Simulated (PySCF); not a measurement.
Gas-phase reaction: 5 CH3SiH → 2 SiH + C2H3 (vinyl) + 3 CH3SiH2

Energies from PySCF, thermal terms from the rigid-rotor harmonic-oscillator model, ideal gas at 1 bar. † marks an energy on the PBE0/def2-TZVP geometry and frequencies; other levels use their own. Open shells (unrestricted): SiH (multiplicity 2), C2H3 (vinyl) (multiplicity 2), CH3SiH2 (multiplicity 2); the rest are closed-shell singlets. Spin-orbit splitting is ignored; it lowers the true energy and changes the entropy of SiH. CH3SiH, CH3SiH2: computed as isolated molecules; such fragments, hydroxides, amides, oligomers or adducts are transient or little studied in the gas.

```json
[
 {"level": "M06-2X/def2-TZVP†", "ΔH°(298 K), kJ": "419"},
 {"level": "PBE/def2-SVP", "ΔH°(298 K), kJ": "?"},
 {"level": "PBE0/def2-QZVP†", "ΔH°(298 K), kJ": "363"},
 {"level": "PBE0/def2-TZVP", "ΔH°(298 K), kJ": "?"},
 {"level": "LDA/def2-TZVP†", "ΔH°(298 K), kJ": "480"}
]
```

### Question
What belongs in the gaps?

### Answer

- PBE/def2-SVP, ΔH°(298 K), kJ: 382
- PBE0/def2-TZVP, ΔH°(298 K), kJ: 362
